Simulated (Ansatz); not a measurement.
## Relative stability

Two relaxed structures of C₂H₆N (charge -1), singlet (PBE0-D4/def2-TZVPD; forces vanish, vibrations not checked).

A:

C1  (-0.662, 0.664, -0.748)
C2  (0.670, 0.015, -0.299)
N3  (0.571, -1.017, 0.660)
H4  (-1.345, -0.114, -1.110)
H5  (-1.145, 1.152, 0.107)
H6  (1.331, 0.891, -0.027)
H7  (1.133, -0.390, -1.222)
H8  (0.318, -0.581, 1.551)
H9  (-0.517, 1.420, -1.543)
(Å)

B:

C1  (-0.610, 0.651, -0.462)
C2  (0.634, -0.134, -0.236)
N3  (0.700, -0.931, 1.045)
H4  (-1.104, 0.451, -1.419)
H5  (-0.503, 1.733, -0.317)
H6  (1.562, 0.470, -0.209)
H7  (0.785, -0.879, -1.033)
H8  (0.643, -0.231, 1.785)
H9  (-0.231, -1.349, 1.100)
(Å)

Ansatz 0.2.0; basis: def2-TZVPPD; cores frozen in the correlated methods. B3LYP uses VWN-RPA correlation.

Question: Which structure is lower at CCSD(T), and by how much? (An estimate is asked for; the value comes from the calculation.)

Answer: The calculation gives: A, by 0.451 eV (electronic energy, against the other). By their contacts, A is C₂H₆N ([CH3][CH2][NH]), total charge -1 and B is C₂H₆N ([CH2][CH2][NH2]), total charge -1.

All methods give the same order:

| method | E(B) − E(A) (eV) |
| --- | --- |
| PBE-D4 | 0.491 |
| r2SCAN-D4 | 0.510 |
| PBE0-D4 | 0.461 |
| B3LYP-D4 | 0.487 |
| wB97M-V | 0.411 |
| HF | 0.504 |
| MP2 | 0.456 |
| CCSD | 0.453 |
| CCSD(T) | 0.451 |

T1 diagnostic: at most 0.019. The highest PBE0 orbital of the anion lies well above zero, so the extra electron may be unbound in the gas phase.

Labels in which every atom is bracketed show which atoms are joined, not bond orders.

For scale, one of the runs: CCSD(T)/def2-TZVPPD, 213 basis functions, launched by `ansatz run in.yaml --threads 2 --pin off --events-out ev --progress --plain --max-ram 4352MiB`. Time: 91 s of wall clock on 2 CPU threads of an Arm Neoverse V1; the host was shared. Peak host memory: 3.2 GiB.
